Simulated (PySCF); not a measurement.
Nitrogen diatomic, N₂, SMILES N#N, point group D∞h.

Force field and properties: B3LYP/pcSseg-2 (PySCF, grid level 2). Vibrational terms come from second-order perturbation theory with semi-diagonal cubic constants, by steps of ±0.6 along the normal coordinates of each isotopologue. The parent has the commonest isotopes.

Equilibrium geometry (Å):

```tsv
atom	x	y	z
N1	0.5505	-0.0113	-0.0117
N2	-0.5395	0.0164	-0.0449
```

Species: ¹⁵N at 1, ¹⁵N at 2. Output of the displacement run:

```
mode    cm-1    km/mol   phi_rrr   E(+)/cm-1  E(-)/cm-1
  1   2366.55     0.00    -735.0     400.47     453.34
```

For the shielding of N1 (σe = -88.52 ppm):

| mode | ω (cm⁻¹) | Σr φrrs (cm⁻¹) | ∂σ/∂q | ∂²σ/∂q² |
| --- | --- | --- | --- | --- |
| 1 | 2367 | -735 | -38.459 | -4.526 |

Task: Work out the zero-point average of this shielding.

Result: With ⟨qs⟩ = −Σr φrrs/(4ωs) and ⟨qs²⟩ = 1/2: the mean displacements are 0.078. The anharmonic term Σ (∂σ/∂q)⟨q⟩ is -2.99 ppm, the harmonic term ¼ Σ ∂²σ/∂q² is -1.13 ppm, so ⟨σ⟩ = -92.64 ppm.
